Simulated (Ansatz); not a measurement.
in.yaml

```yaml
crystal:
  periodic: [false, false, false]
  atoms:
    - {symbol: B, position_ang: [-0.172318, 0.000000, 0.000000]}
    - {symbol: H, position_ang: [-0.769052, 1.033571, 0.000000]}
    - {symbol: H, position_ang: [-0.769052, -1.033571, 0.000000]}
    - {symbol: H, position_ang: [1.095682, 0.000000, 0.000000]}
    - {symbol: H, position_ang: [2.290682, 0.000000, 0.000000]}
basis:
  gaussian: {orbitals: cc-pVDZ}
magnetization: {spin_polarized: false, initial_magnetization: 1}
correlation: {method: fci, electrons: outside_noble_gas}
```

```sh
$ ansatz run in.yaml --threads 2 --pin off --events-out ev --progress --plain --max-ram 16896MiB --backend cuda --devices 0, --max-vram 18GiB
```

Output:

```
605 factors; integrals over basis functions are off by at most 1.9e-7 eV
mean field evaluation 1: about -729.9579 eV, gradient 1.0e1 eV
mean field evaluation 2: about -729.9577 eV, gradient 1.0e1 eV
mean field evaluation 4: about -730.9315 eV, gradient 1.2e0 eV
mean field evaluation 8: about -730.9653 eV, gradient 1.0e-4 eV
mean field -730.96530663 eV, -26.8624795527 hartree, gradient 1.5e-6 eV, S^2 0.750000; 0 other end points of the search recorded, 0 dependent functions left out
mean field evaluation 16: about -731.0250 eV, gradient 1.1e0 eV
1 core orbitals not correlated: weight in the atoms' cores, before any rotation towards them, 1.000 or more for the frozen orbitals, at most 0.000 for the correlated occupied ones
reference -730.96530663 eV, -26.8624795527 hartree; 4, 3 occupied and 29, 30 virtual orbitals, 605 factors
state -734.51217632 eV, -26.9928246096 hartree
Total energy: -734.51217632 eV, -26.9928246096 hartree
```

Natural occupations: 1.9617 1.9568 1.9535 0.9963 0.0221 0.0192 0.0182 0.0162 0.0092 0.0088 0.0064 0.0062 0.0060 0.0041 0.0028 0.0027 0.0025 0.0011 0.0010 0.0009 0.0007 0.0006 0.0005 0.0005.

Ran on 2 threads of AMD EPYC 7R13 with a shared H100 80 GB, shared host: 8 s wall, 0.88 GiB peak host memory.
